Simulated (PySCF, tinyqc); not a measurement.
RHF in the sto-6g basis, for H2O, spin multiplicity 1, step by step. The lowest restricted solution is unstable here: a spin-polarised one lies 0.0000 hartree lower (PySCF). One step of it, computed by the program tinyqc.

Problem. Iteration 9 (converged): orbitals. Diagonalise F' = X^T F X, C = X C', fill 5 alpha and 5 beta electrons from the bottom; D = 2 C_occ C_occ^T. Each column has its largest component positive (the first on a tie).

converged F (hartree), lower triangle:
```
             1O 1s      1O 2s     1O 2px     1O 2py     1O 2pz      2H 1s      3H 1s
1O 1s   -20.540311
1O 2s    -4.965796  -2.286693
1O 2px    0.000000   0.000000  -0.394521
1O 2py    0.000808   0.006382   0.000000  -0.183056
1O 2pz   -0.021065  -0.037270   0.000000   0.008401  -0.224928
2H 1s    -0.577090  -0.586606   0.000000  -0.311907  -0.270254  -0.291359
3H 1s    -0.649609  -0.640661   0.000000   0.328597  -0.282197  -0.149636  -0.323614
```

X, lower triangle:
```
            1O 1s      1O 2s    1O 2px     1O 2py     1O 2pz      2H 1s     3H 1s
1O 1s    1.021908
1O 2s   -0.128213   1.102371
1O 2px   0.000000   0.000000  1.000000
1O 2py   0.000471  -0.005385  0.000000   1.047174
1O 2pz  -0.004598   0.043696  0.000000  -0.002628   1.023426
2H 1s    0.014091  -0.159243  0.000000  -0.129607  -0.086466   1.071458
3H 1s    0.015226  -0.178086  0.000000   0.140472  -0.095112  -0.039625  1.084755
```

Give: F' = X^T F X; orbital energies; coefficients C; D after iteration 9.

Solution.

F' = X^T F X (hartree), lower triangle:
```
          1        2        3        4        5        6        7
1  -20.2187
2   -2.4923  -1.3303
3    0.0000   0.0000  -0.3945
4    0.0017  -0.0049   0.0000  -0.0252
5   -0.0396   0.0818   0.0000   0.0013  -0.1376
6   -0.0545  -0.2978   0.0000  -0.3281  -0.2520  -0.0538
7   -0.0696  -0.3281   0.0000   0.3456  -0.2655  -0.0410  -0.0478
```

orbital energies (hartree): MO1 -20.5431, MO2 -1.1790, MO3 -0.4944, MO4 -0.4140, MO5 -0.3945, MO6 0.3553, MO7 0.4617

coefficients C:
```
            MO1      MO2      MO3      MO4     MO5      MO6      MO7
1O 1s    0.9970  -0.2338  -0.0100   0.0726  0.0000   0.0831   0.0160
1O 2s    0.0132   0.9345   0.0551  -0.3938  0.0000  -0.4985  -0.1027
1O 2px   0.0000   0.0000   0.0000   0.0000  1.0000   0.0000   0.0000
1O 2py  -0.0001  -0.0067   0.6104   0.0502  0.0000  -0.1298   0.8609
1O 2pz   0.0017   0.0507  -0.0618   0.7314  0.0000  -0.7150  -0.1153
2H 1s   -0.0020   0.1130   0.4289   0.4110  0.0000   0.7360  -0.5404
3H 1s   -0.0022   0.1255  -0.4832   0.3266  0.0000   0.5490   0.7626
```

D after iteration 9, lower triangle:
```
          1O 1s    1O 2s  1O 2px   1O 2py  1O 2pz    2H 1s   3H 1s
1O 1s    2.1080
1O 2s   -0.4689   2.0633
1O 2px   0.0000   0.0000  2.0000
1O 2py  -0.0021   0.0152  0.0000   0.7504
1O 2pz   0.0872  -0.4881  0.0000  -0.0027  1.0828
2H 1s   -0.0057  -0.0652  0.0000   0.5634  0.5597   0.7313
3H 1s   -0.0060  -0.0760  0.0000  -0.5589  0.5503  -0.1176  0.7119
```
